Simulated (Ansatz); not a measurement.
A nudged elastic band was laid between two geometries of H5NSi (7 atoms, charge 0, multiplicity 1).

Theory: RKS PBE/def2-SVP (Ansatz).

```json
{
  "movable images": "5",
  "climbing image": "yes",
  "spring": "5.0 eV/Å²",
  "optimiser": "quadratic models (default)",
  "start path": "IDPP",
  "force threshold": "0.05 eV/Å",
  "iteration limit": "60",
  "end points": "relaxed"
}
```

Image 0:

```xyz
7
Properties=species:S:1:pos:R:3
N -0.081 -1.102 -0.056
Si 0.129 0.634 -0.096
H -1.034 -1.466 -0.145
H 0.413 -1.622 0.676
H -0.534 1.144 -1.347
H -0.438 1.431 1.062
H 1.606 0.913 -0.141
```

Image 6:

```xyz
7
Properties=species:S:1:pos:R:3
N -0.082 -1.101 -0.056
Si 0.129 0.634 -0.096
H 0.415 -1.623 0.672
H -1.035 -1.466 -0.141
H -0.536 1.145 -1.345
H -0.436 1.431 1.063
H 1.607 0.912 -0.142
```

(1) Which bonds break or form, and what moves?

(2) Give the energies along the band, and the barrier.

(3) What is the geometry of the highest image?

## Answers

(1) No bond is made or broken. The dihedral H3–N1–Si2–H7 goes from -172 to 54°. The two ends are copies of one structure, up to a mirror image or an exchange of like atoms.

(2) It converged. The highest image is number 1 of 0 to 6, 0.034 eV above the ends, which have the same energy within 2 meV. The profile has 3 maxima (images 1, 3, 5) with wells between them (images 2, 4): this band takes more than one step, which may be the mechanism or a detour left from its start path. A vibrational analysis at the climbing image gives one clearly imaginary mode, 300i cm⁻¹: a first-order saddle point.

| image | path coordinate (Å) | energy (eV) | dihedral H3–N1–Si2–H7 (°) |
| --- | --- | --- | --- |
| 0 | 0.00 | 0.000 | -172 |
| 1 | 0.69 | 0.034 | -116 |
| 2 | 1.33 | 0.001 | -63 |
| 3 | 1.98 | 0.026 | -80 |
| 4 | 2.62 | 0.000 | -51 |
| 5 | 3.26 | 0.029 | 14 |
| 6 | 3.91 | 0.000 | 54 |

(3) 
```xyz
7
Properties=species:S:1:pos:R:3
N -0.179 -1.048 0.120
Si 0.148 0.644 -0.072
H -0.763 -1.572 -0.529
H 0.164 -1.614 0.895
H -0.643 1.091 -1.270
H -0.268 1.464 1.127
H 1.603 0.967 -0.318
```

Run time: 99 s on 1 CPU thread of a shared host.
